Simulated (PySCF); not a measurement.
# Al: electron affinity

Al⁻ [Ne] 3s2 3p2 (3P) → Al [Ne] 3s2 3p1 (2P), as a difference of total energies. Computed with PySCF 2.14 in aug-cc-pCVTZ-DK with one added diffuse shell each of s, p, d, f type (9s8p6d4f, 91 functions), with scalar relativity by spin-free X2C-1e. Correlated levels: valence: [Ne] frozen; valence and next inner shell: 1s2 frozen; nothing frozen. The calculations carry no spin-orbit coupling.

```csv
method,electron affinity (eV)
UHF,0.012
LDA,0.670
PBE,0.621
PBE0,0.541
r2SCAN,0.625
BHandHLYP,0.275
HSE06,0.550
PW91,0.641
MP2 (valence),0.360
SCS-MP2 (valence),0.259
MP2 (valence and next inner shell),0.347
SCS-MP2 (valence and next inner shell),0.249
MP2 (all electrons),0.348
SCS-MP2 (all electrons),0.249
```

Question: How much does correlation contribute at MP2 (all electrons)?

Answer: 0.348 − (0.012) = 0.336 eV, measured against UHF.

Errors of the correlated levels include the incompleteness of this basis and the frozen core.

In the anion the highest occupied orbital energy is positive at LDA, PBE, PBE0, r2SCAN, BHandHLYP, HSE06, PW91, a self-interaction effect; the basis confines that electron, and the energy difference can still be sensible.

For comparison: 0.433 eV (measured; photodetachment measurements, as compiled on the Wikipedia data page of electron affinities).
